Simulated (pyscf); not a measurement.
# Insertion: HO–PH–OH + SiH₂ [singlet] → HO–PH–O–SiH₃

Gas phase, singlet surface, charge 0. Bonds broken: O1–H4. Bonds formed: O1–Si7, H4–Si7. Structures and frequencies: ωB97X-D3(BJ)/def2-SVP in PySCF. Correlated levels are frozen-core, on RHF or UHF. ΔMP2 is the change of the MP2 total energy from the triple- to the quadruple-zeta basis.

Transition state (Å):

```xyz
9

O     -0.3538    -1.0773     0.6782
P      0.9416    -0.5075    -0.2509
O      1.7614    -1.8874    -0.5861
H     -1.4531    -1.4518     0.2275
H      0.1912    -0.3921    -1.4769
H      1.2615    -2.5566    -1.0715
Si    -1.9255    -0.0095     0.8496
H     -1.9370     0.3932     2.2927
H     -1.4861     1.2404     0.1346
```

One imaginary mode, 1569i cm⁻¹; descent along it reached the two sides named, in the forms told below.

```
bond    change  reactant side (Å)  saddle  product side
------  ------  -----------------  ------  ------------
O1–H4   breaks              0.968   1.246         2.560
O1–Si7   forms              2.030   1.908         1.675
H4–Si7   forms              2.534   1.640         1.486
```

Electronic energies relative to the separated reactants (kJ/mol):

```csv
level,barrier,reaction energy,reverse barrier
ωB97X-D3(BJ)/def2-TZVP,6.3,-352.9,359.2
PBE/def2-TZVP,-18.0,-317.0,299.0
r²SCAN/def2-TZVP,-20.7,-349.2,328.5
B3LYP-D3(BJ)/def2-TZVP,4.1,-333.6,337.7
PBE0-D3(BJ)/def2-TZVP,-5.9,-337.3,331.4
M06-2X/def2-TZVP,10.9,-339.5,350.4
ωB97M-D3(BJ)/def2-TZVP,17.0,-327.9,344.8
HF/def2-TZVP,97.3,-331.3,428.5
MP2/def2-QZVPP,1.4,-348.9,350.4
CCSD/def2-TZVPP,40.1,-322.5,362.7
CCSD(T)/def2-TZVPP,22.9,-325.1,348.0
CCSD(T)/def2-TZVPP + ΔMP2(QZVPP),20.9,-327.5,348.4
```

With CCSD(T)/def2-TZVPP + ΔMP2(QZVPP) energies and thermal terms (ideal gas, 1 atm, RRHO with modes under 100 cm⁻¹ raised to 100, one conformer, R ln 2 for rigid chiral ones), in kJ/mol:

```csv
T (K),ΔH‡,ΔG‡,ΔH,ΔG
298,15.7,61.1,-321.2,-274.9
600,16.5,106.9,-320.1,-228.1
900,19.1,151.6,-316.5,-182.7
1200,22.3,195.3,-311.8,-138.8
```

On the reactant side the descent ends in an adduct with a O–Si contact, 76.9 kJ/mol under the separated species and 83.2 kJ/mol under the saddle at ωB97X-D3(BJ)/def2-TZVP. At PBE, r²SCAN, PBE0-D3(BJ) the saddle lies under the separated reactants, which points to a path from their complex (located at ωB97X-D3(BJ) alone). What is counted as formed (O–Si) is already present as a longer contact in the reactant adduct; forming that adduct is a step of its own. HO–PH–O–SiH₃ lies 67.3 kJ/mol over its isomer HO–SiH₂–O–PH₂, and others may lie lower still (electronic energy, ωB97M-D3(BJ)). This is the saddle that the search found; another between the same sides may lie lower. The CCSD(T) − MP2 part came from Ansatz, without density fitting, on the same reference.
